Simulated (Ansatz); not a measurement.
Species: H2S (charge +1, doublet). 
Structure (B3LYP-D3(BJ)/def2-TZVP (Ansatz, a program for electronic structure) minimum search):
```
S
H 1 1.3640
H 1 1.3640 2 93.09
```
Charge +1, spin multiplicity 2.

Basis-set convergence of Hartree-Fock and CCSD(T) correlation energies (hartree) with Ansatz. Valence correlation only, unless marked. UHF or UKS for open shells. Spin-orbit coupling is left out. No relativistic terms.

```tsv
basis	functions	E(HF)	E(corr, CCSD(T))
aug-cc-pV(D+d)Z	50	-398.36282	-0.15158
aug-cc-pV(T+d)Z	101	-398.37722	-0.18517
aug-cc-pV(Q+d)Z	181	-398.38068	-0.19463
```

Extrapolating the two largest sets (X = 3 and 4) as X^-3: E(corr) = (64·(-0.19463) - 27·(-0.18517))/37 = -0.2015 Eh, an estimate of the basis-set limit. The largest set recovers 96.6 % of it, the smallest 75.2 %.
